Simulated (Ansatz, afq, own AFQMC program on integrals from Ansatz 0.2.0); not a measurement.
Integrals from Ansatz 0.2.0, then the random walk in our own AFQMC program (afq).

```yaml
crystal:
  periodic: [false, false, false]
  atoms:
    - {symbol: Al, position_ang: [0.000000, 0.000000, 0.000000]}
basis:
  gaussian: {orbitals: cc-pVDZ}
magnetization: {spin_polarized: true, initial_magnetization: 3}
correlation: {method: ccsd_t, electrons: outside_noble_gas, hamiltonian_folder: ham}
```

```sh
$ ansatz run in.yaml --threads 1 --pin off --events-out ev --progress --plain --max-ram 1843MiB
```

afq runs on the folder ham with

```
--method free --trial cisd --walkers 100 --time-step 0.08 --max-blocks 30 --target-error 0.00042 --factor-cut 1e-05 --seed 195 --times 0.0,0.16,0.4,0.8,1.2 --taylor-order 6
```

Times are imaginary, in 1/Eh. The walk had a cap of 159 s.

```
orbitals 13  electrons 3 0  factors 69 of 98
reference energy -241.78506194 Eh
CCSD correlation -0.01143038 Eh in 8 cycles, weight of the determinant in the CISD state 0.9852
repeat  energy at the last time / Eh  error
    10  -241.796517  0.000002
    20  -241.796517  0.000001
    30  -241.796518  0.000001
time / (1/Eh)  energy / Eh  error  mean overlap
  0.00  -241.796492  0.000000  1.0153
  0.16  -241.796498  0.000000  1.0161
  0.40  -241.796506  0.000001  1.0161
  0.80  -241.796513  0.000001  1.0173
  1.20  -241.796518  0.000001  1.0152
energy -241.796518 +/- 0.000001 Eh
```

Estimate how long the walk took on 1 thread of Arm Neoverse V1 (shared host).

1.4 s of wall time.

The run passed its tests (error under three times the target), which doesn't prove that it has relaxed.

Against this walk (error 0.0 meV) on the same determinant: CCSD(T) 0.1 meV higher, full CI 0.2 meV lower. The error is statistical, and a free projection of finite length keeps a remainder of its start.

Cautions: remainder of the start not in the error; another spin lies lower (by 3.40 eV); the time-step error isn't removed.

A walk keeps the symmetry of its determinant, which the program's search chose and which needn't be the lowest solution, so a lower state of the same spin and another symmetry isn't excluded.
